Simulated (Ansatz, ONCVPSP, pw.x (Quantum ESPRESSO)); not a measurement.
## pw.x on bcc Ta: one setting changed

Potential: optimised norm-conserving Vanderbilt (ONCV), ONCVPSP 4.0.1.1 (patched build), LDA (Perdew-Wang 92); core [Kr] 4d10 4f14, reference 5s2 5p6 5d3 6s2; waves: 5s+6s: rc 1.95 bohr, ncon 4, nbas 8, qcut 5.8 1/bohr, 2 projectors; 5p: rc 1.70 bohr, ncon 4, nbas 7, qcut 6.3 1/bohr, 2 projectors, debl 2.6 Ha; 5d: rc 1.85 bohr, ncon 4, nbas 7, qcut 5.3 1/bohr, 2 projectors, debl 0.9 Ha; local part: polynomial inside 1.50 bohr (lpopt 5, dvloc0 4 Ha); core correction: Teter function, fcfact 4.25, rcfact 1.7.

The reference run (k-mesh 14³, cutoffs 60/240 Ry, Fermi–Dirac 0.01 Ry, mixing_beta 0.4, conv_thr 1e-9, no spin) gives -1.29 GPa at 17.128 Å³/atom, where all-electron LAPW gives 1.38 GPa. This run, with its own iteration cap, changes mixing_beta to 0.1.

```
&control
  calculation='scf', prefix='x', pseudo_dir='./', outdir='./tmp', tstress=.true., disk_io='none'
/
&system
  ibrav=0, nat=1, ntyp=1, ecutwfc=60, ecutrho=240, nbnd=14,
  occupations='smearing', smearing='fd', degauss=0.01
/
&electrons
  conv_thr=1e-09, mixing_beta=0.1, electron_maxstep=50
/
ATOMIC_SPECIES
Ta 1.0 Ta.UPF
CELL_PARAMETERS angstrom
  -1.62386113 1.62386113 1.62386113
  1.62386113 -1.62386113 1.62386113
  1.62386113 1.62386113 -1.62386113
ATOMIC_POSITIONS crystal
Ta 0.0000 0.0000 0.0000
K_POINTS automatic
14 14 14 0 0 0
```

```bash
pw.x < Ta.scf.in > Ta.scf.out
```

**Question.** How does the run end?

**Answer.** It converges in 9 iterations; the free energy moves by +0.0 meV/atom and the pressure by +0.00 GPa. The result is that of the reference run.

```
Message from routine setup:
     using ibrav=0 with symmetry is DISCOURAGED, use correct ibrav instead
     lattice parameter (alat)  =       5.3151  a.u.
     unit-cell volume          =     115.5855 (a.u.)^3
     number of electrons       =        13.00
     number of Kohn-Sham states=           14
     kinetic-energy cutoff     =      60.0000  Ry
     charge density cutoff     =     240.0000  Ry
     scf convergence threshold =      1.0E-09
     Exchange-correlation= SLA  PW   NOGX NOGC
     number of k points=   104  Fermi-Dirac smearing, width (Ry)=  0.0100
     iteration #  1     ecut=    60.00 Ry     beta= 0.10
     total energy              =    -137.67690753 Ry
     estimated scf accuracy    <       0.02060104 Ry
     iteration #  2     ecut=    60.00 Ry     beta= 0.10
     total energy              =    -137.66793032 Ry
     estimated scf accuracy    <       0.01484759 Ry
     iteration #  3     ecut=    60.00 Ry     beta= 0.10
     total energy              =    -137.67058386 Ry
     estimated scf accuracy    <       0.00035067 Ry
     [... 3 iterations left out ...]
     iteration #  7     ecut=    60.00 Ry     beta= 0.10
     total energy              =    -137.67058165 Ry
     estimated scf accuracy    <       0.00000002 Ry
     iteration #  8     ecut=    60.00 Ry     beta= 0.10
     total energy              =    -137.67058164 Ry
     estimated scf accuracy    <       0.00000002 Ry
     iteration #  9     ecut=    60.00 Ry     beta= 0.10
     the Fermi energy is    19.0845 ev
!    total energy              =    -137.67058164 Ry
     estimated scf accuracy    <          1.2E-10 Ry
     smearing contrib. (-TS)   =      -0.00536540 Ry
     The total energy is F=E-TS. E is the sum of the following terms:
     one-electron contribution =     -13.95737289 Ry
     hartree contribution      =      14.49502649 Ry
     xc contribution           =     -37.99106792 Ry
     ewald contribution        =    -100.21180192 Ry
     convergence has been achieved in   9 iterations
          total   stress  (Ry/bohr**3)                   (kbar)     P=      -12.97
     Message from routine punch:
     Nothing written, as per user request (disk_io='none')
```

The run took about 36 s on one core of a shared host (Neoverse-N1, 64 threads, 124 GiB, load 48).
